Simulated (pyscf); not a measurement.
## Four-centre exchange: HO–Si(OH)(F)–F + hydrogen fluoride (HF) -> HO–Si(OH)(F)–F + hydrogen fluoride (HF)

Gas phase, singlet surface, charge 0. Bonds broken: Si2–F8, F4–H9. Bonds formed: Si2–F4, F8–H9. Optimised with ωB97X-D3(BJ)/def2-SVP in PySCF.

Transition state (Å):

```xyz
9

O      0.4029    -0.7058     1.5279
Si    -0.2646    -0.0960     0.1607
O     -1.4979    -0.7377    -0.7077
F     -1.4695     0.9059     1.1719
F      0.9524    -0.3380    -0.8695
H     -0.1068    -0.5518     2.3303
H     -2.3738    -0.5913    -0.3352
F      0.0144     1.7753    -0.1072
H     -0.7765     1.8342     0.5658
```

One imaginary mode, 363i cm⁻¹; descent along it reached the two sides named, in the forms told below.

| bond | change | reactant side (Å) | saddle | product side |
|---|---|---|---|---|
| Si2–F8 | breaks | 1.641 | 1.911 | 2.9 |
| F4–H9 | breaks | 0.937 | 1.307 | 1.923 |
| Si2–F4 | forms | 2.8 | 1.865 | 1.632 |
| F8–H9 | forms | 1.827 | 1.040 | 0.933 |

Electronic energies relative to the separated reactants (kJ/mol):

```tsv
level	barrier	reaction energy	reverse barrier
ωB97X-D3(BJ)/def2-TZVP	105.9	0.0	105.9
PBE/def2-TZVP	88.1	0.0	88.1
r²SCAN/def2-TZVP	91.5	0.0	91.5
B3LYP-D3(BJ)/def2-TZVP	107.5	0.0	107.5
PBE0-D3(BJ)/def2-TZVP	99.6	0.0	99.6
M06-2X/def2-TZVP	106.3	0.0	106.3
ωB97M-D3(BJ)/def2-TZVP	103.0	0.0	103.0
HF/def2-TZVP	176.5	0.0	176.5
```

With ωB97M-D3(BJ)/def2-TZVP energies and thermal terms (ideal gas, 1 atm, RRHO with modes under 100 cm⁻¹ raised to 100, one conformer, R ln 2 for rigid chiral ones), in kJ/mol:

```
T (K)    ΔH‡    ΔG‡   ΔH   ΔG
-----  -----  -----  ---  ---
298    103.8  152.9  0.0  0.0
600    101.0  204.0  0.0  0.0
900    100.9  255.5  0.0  0.0
1200   102.0  306.9  0.0  0.0
```

On the reactant side the descent ends in a complex, 22.6 kJ/mol under the separated species and 128.5 kJ/mol under the saddle at ωB97X-D3(BJ)/def2-TZVP. On the product side the descent ends in a complex (not fully relaxed), 23.0 kJ/mol under the separated species and 128.9 kJ/mol under the saddle at ωB97X-D3(BJ)/def2-TZVP. The same reactants have a lower exit, to HO–Si(F)(F)–F + H₂O (barrier +54.2 kJ/mol at ωB97M-D3(BJ), against +103.0 kJ/mol here). One saddle was located; it need not be the lowest between these sides.
